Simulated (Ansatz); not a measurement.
## Atomization energy of CH$_{4}$, singlet, from cheap to dear

Geometry (MP2(full)/6-31G*, from the G2/97 set):

```xyz
5

C     0.0000    0.0000    0.0000
H     0.6291    0.6291    0.6291
H    -0.6291   -0.6291    0.6291
H     0.6291   -0.6291   -0.6291
H    -0.6291    0.6291   -0.6291
```

Measured, as an electronic atomization energy: 420.2 kcal/mol (G2/97 heats of formation of molecule and atoms, with zero-point and thermal terms from B3LYP taken off; Curtiss et al., J. Chem. Phys. 106, 1063 (1997), Staroverov et al., J. Chem. Phys. 119, 12129 (2003)). The measured value holds scalar relativity and spin–orbit coupling, which all computed ones lack, and core correlation, which the wave-function levels lack. Atoms are taken at the same level; beside RHF, RMP2 and RCC rows they are unrestricted. The atoms' steps beyond CCSDT(Q) are taken from restricted open-shell runs, which share full CI's core. Ansatz 0.2.0; the 6-31G* set has Cartesian d functions; a miss is computed less measured; times are wall times on shared hosts and scatter by a factor of two or so.

```tsv
level	basis	miss (kcal/mol)	time of the run	hardware
RHF	cc-pVDZ	-97.0	0.12 s	1 CPU thread
RMP2	cc-pVDZ	-28.3	–	–
RCCSD(T)	cc-pVDZ	-25.1	0.21 s	1 CPU thread
RCCSDT(Q)	cc-pVDZ	-25.0	1.1 s	1 CPU thread
RCCSDTQ	cc-pVDZ	-24.9	1.9 s	H100 + 5 CPU threads
full CI	cc-pVDZ	-24.9	11 s	H100 + 5 CPU threads
RHF	cc-pVTZ	-92.3	0.22 s	1 CPU thread
RMP2	cc-pVTZ	-9.9	–	–
RCCSD(T)	cc-pVTZ	-7.2	0.85 s	1 CPU thread
RCCSDT(Q)	cc-pVTZ	-7.2	1.8 s	H100 + 5 CPU threads
RCCSDTQ	cc-pVTZ	-7.2	32 s	H100 + 5 CPU threads
RHF	cc-pVQZ	-92.0	0.73 s	1 CPU thread
RMP2	cc-pVQZ	-5.3	–	–
RCCSD(T)	cc-pVQZ	-3.2	1.4 s	H100 + 5 CPU threads
RCCSDT(Q)	cc-pVQZ	-3.2	7.5 s	H100 + 5 CPU threads
```

HF's time is that of a plain UHF run. A dash: the level came out of a higher level's run.

A composite of the best parts (restricted reference, at this geometry, which isn't the minimum of the high levels):

```json
{"part": "Hartree–Fock limit (T, Q; exp(−5.46 √X))", "kcal/mol": "328.31"}
{"part": "CCSD(T) correlation limit (T, Q; X⁻³)", "kcal/mol": "91.52"}
{"part": "CCSDT − CCSD(T) (QZ)", "kcal/mol": "-0.08"}
{"part": "(Q) (QZ)", "kcal/mol": "0.09"}
{"part": "CCSDTQ − CCSDT(Q) (TZ)", "kcal/mol": "0.02"}
{"part": "full CI − CCSDTQ (DZ)", "kcal/mol": "0.01"}
{"part": "sum", "kcal/mol": "419.9"}
{"part": "sum less measured", "kcal/mol": "-0.3"}
```
